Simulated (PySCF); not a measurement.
Gas-phase reaction: SiF2(OH)2 + 2 H3SiOH + SiO2 = 2 SiO(OH)2 + 2 SiH3F

Energies from PySCF (xtb for GFN2), thermal terms from the rigid-rotor harmonic-oscillator model, ideal gas at 1 bar. † marks an energy on the PBE0/def2-TZVP geometry and frequencies; other levels use their own. All species are closed-shell singlets. B3LYP is the form with VWN-RPA correlation. SiF2(OH)2, H3SiOH, SiO(OH)2: computed as isolated molecules; such fragments, hydroxides, amides, oligomers or adducts are transient or little studied in the gas.

ωB97X-V/def2-TZVP† gives ΔH°(298 K) = -16 kJ.

Question: What do GFN2-xTB, r2SCAN/def2-TZVP†, B3LYP/def2-TZVP† give?

Answer: GFN2-xTB: 8 kJ; r2SCAN/def2-TZVP†: -9 kJ; B3LYP/def2-TZVP†: -14 kJ. For scale, ΔH°(298 K) is -16 kJ at this level, -14 kJ at ωB97M-V/def2-TZVP†, and runs from -25 to 14 kJ over the 20 levels computed.
